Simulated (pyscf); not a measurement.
Thermochemistry of product channels of GaH (SMILES [GaH]) [singlet] + H₂O (SMILES O) on the singlet surface, in kcal/mol, from ωB97M-D3(BJ)/def2-TZVP energies (ideal gas, 1 atm, RRHO with modes under 100 cm⁻¹ raised to 100, one conformer, R ln 2 for rigid chiral ones). PySCF, gas phase, ωB97X-D3(BJ)/def2-SVP geometries.

| products | ΔE | ΔH(298 K) | ΔG(900 K) | ΔG(1200 K) |
|---|---|---|---|---|
| O=GaH (SMILES [O]=[GaH]) + H₂ (SMILES [H][H]) | +20.6 | +17.0 | +22.0 | +23.1 |
| HO–Ga (SMILES [OH][Ga]) [singlet] + H₂ (SMILES [H][H]) | -27.5 | -29.7 | -28.5 | -28.6 |

These are energies of the channels, which say nothing of barriers. Elements up to Kr have no core potential and no relativistic terms here.
